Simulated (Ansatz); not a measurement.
Reaction (SMILES): N=C=O + 4 [H][H] (H2) → C (CH4) + N (NH3) + O (H2O)
B3LYP-D3(BJ)/def2-TZVP geometries, fixed; electronic energies without zero-point terms.

Core correlation in the energy of full hydrogenation at MP2 with Ansatz (an electronic-structure program), in kcal/mol: frozen core against all electrons. Core-valence sets carry the plain set on hydrogen.

| basis | functions, most | frozen core | all electrons | core term (second minus first) |
|---|---|---|---|---|
| cc-pVDZ | 47 | -66.21 | -66.73 | -0.51 |
| cc-pCVDZ | 59 | -66.09 | -66.44 | -0.35 |
| cc-pVTZ | 104 | -73.99 | -75.62 | -1.62 |
| cc-pCVTZ | 143 | -73.33 | -73.51 | -0.18 |
| cc-pwCVTZ | 143 | -73.09 | -73.28 | -0.19 |
| cc-pVQZ | 195 | -75.97 | -77.22 | -1.25 |
| cc-pwCVQZ | 282 | -75.67 | -75.82 | -0.14 |
| cc-pCVQZ | 282 | -75.74 | -75.90 | -0.16 |

The largest core-valence set, cc-pCVQZ, gives a core term of -0.16 kcal/mol; the valence set cc-pVQZ, which lacks functions for the core, gives -1.25.
